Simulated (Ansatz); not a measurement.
Reaction (substitution at a C–C bond): `CC1=CC1C` + H–F → `CC1C=C1F` + CH₄

Calculated with Ansatz (gas phase, PBE0-D4/def2-TZVP geometries, no zero-point term in ΔE). CCSD(T)/CBS adds triple-zeta CCSD(T) − MP2 to the extrapolated MP2 energy (def2 sets, frozen cores). This one scheme is used for every species. DFT in def2-TZVPP. B3LYP here is the variant with VWN-RPA as its local correlation; programs differ in this.

CCSD(T)/CBS gives +72.5 kJ/mol.

Another level gave +56.7 kJ/mol. Which?
A. SCS-MP2/def2-TZVPP
B. B3LYP-D4/def2-TZVPP
C. r2SCAN/def2-TZVPP
D. MP2/def2-TZVPP

B. B3LYP-D4 56.7, SCS-MP2/def2-TZVPP 69.8, r2SCAN 52.4, MP2/def2-TZVPP 77.0 kJ/mol.

Largest T1 diagnostic among the species: 0.011.

The D4 term adds +6.6 kJ/mol with B3LYP and +3.8 kJ/mol with PBE0; it sums over pairs of atoms, weighted by their polarisabilities, and B3LYP, whose exchange is more repulsive, gets the larger term. From PBE to PBE0 (25 % exact exchange), in def2-TZVPP and without D4, ΔE moves by +8.7 kJ/mol.
